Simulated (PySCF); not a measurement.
## Charge-transfer reorganisation: `C(=C/N)/C=[NH2+]`, [C3H7N2]+, charge +1

Geometry:
```tsv
atom	x (Å)	y (Å)	z (Å)
N1	-1.947	0.544	0.654
C2	-1.442	-0.315	-0.208
C3	-0.108	-0.565	-0.526
C4	0.973	0.088	0.050
N5	2.235	-0.140	-0.242
H6	-1.384	1.166	1.224
H7	-2.953	0.613	0.778
H8	-2.192	-0.908	-0.741
H9	0.075	-1.332	-1.280
H10	0.820	0.862	0.810
H11	2.986	0.370	0.212
H12	2.501	-0.836	-0.934
```

Total charge +1.

The calculation used PySCF, UKS CAM-B3LYP/def2-SVP four-point reorganisation energy, gas phase. Geometry: CAM-B3LYP/def2-SVP.

(1) What is the inner reorganisation energy for electron transfer, with the electron affinity?

## Answers

(1) λ = 0.353 (surface of the reduced species) + 0.642 (surface of the starting species) = 0.995 eV. The electron affinity is 4.47 eV vertical and 4.82 eV adiabatic without zero-point energy; at the relaxed geometry of the reduced species the two energies differ by 5.46 eV. Largest bond changes: C4–N5 1.315 → 1.392 Å, N1–C2 1.318 → 1.392 Å, C2–C3 1.393 → 1.388 Å, C3–H9 1.091 → 1.095 Å, C2–H8 1.095 → 1.091 Å. ⟨S²⟩ of the relaxed reduced species 0.790.
